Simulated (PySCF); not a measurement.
Two probes of the same atoms: core binding energy and nuclear shielding

Compound: C4H5 (charge +1).
Geometry (PBE0-D3(BJ)/def2-SVP, Å), atoms numbered from 1 in this order:
```
atom  x, y, z in Å
C1    -1.335   -0.040   -0.030
C2     0.119   -0.015   -0.006
C3     1.297    0.695   -0.011
C4     1.331   -0.660    0.038
H5    -1.732   -1.061   -0.071
H6    -1.693    0.555   -0.886
H7    -1.706    0.475    0.873
H8     1.833    1.647   -0.036
H9     1.913   -1.585    0.079
```

Binding energies: delta-SCF UKS SCAN, pcX-2 on the ionised atom, pcseg-1 elsewhere, spin-free X2C in PySCF. Shieldings: GIAO PBE0/pcSseg-1, non-relativistic, same geometry.

```
atom  C 1s (eV)
  C1     297.11
  C2     299.54
  C3     299.14
```

Question: What are the absolute isotropic shieldings of these atoms?

Answer: 
```tsv
atom	environment	C 1s (eV)	isotropic shielding (ppm)
C1	methyl carbon	297.11	168.0
C3	unsaturated ring CH carbon	299.14	4.9
C2	unsaturated ring carbon	299.54	-8.0
```

Question: Among the listed atoms, is the one with the highest binding energy also the least shielded?

Answer: Yes: C2 has both (299.54 eV, -8.0 ppm).

By binding energy: C1 < C3 < C2. By shielding: C2 < C3 < C1.

Of atoms equivalent by bonding only the ionised one is listed; its partners' own values can differ in this conformer. The species carries charge +1, so core ionisation leaves charge +2. Geometry: PBE0-D3(BJ)/def2-SVP; no solvent, vibrations or thermal averaging.
